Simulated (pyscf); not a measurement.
A first-order saddle from PySCF, ωB97X-D3(BJ)/def2-SVP:

```
Al
H 1 1.5833
H 1 1.5871 2 121.54
P 1 2.3201 2 118.37 3 179.96
H 4 1.4628 1 94.22 2 179.79
H 4 1.7809 5 150.72 1 -70.03
H 6 1.0265 4 99.67 5 157.19
H 7 1.0263 6 105.92 4 0.42
```

Surface: singlet, charge 0. Lowest wavenumbers (cm⁻¹): 2209i, 64, 346, 444, 490.

Task: Which two sides does it connect, and which bonds change?

Result: H₂Al–PH₂ + hydrogen (H₂) ⇌ H₂Al–PH₂ + hydrogen (H₂), a four-centre exchange read from left to right: H–P, H–H broken and H–P, H–H formed. At ωB97M-D3(BJ)/def2-TZVP it lies +76.0 kcal/mol from the left side and +76.0 kcal/mol from the right (each side as separated species at their lowest minima found). One saddle was located; it need not be the lowest between these sides.
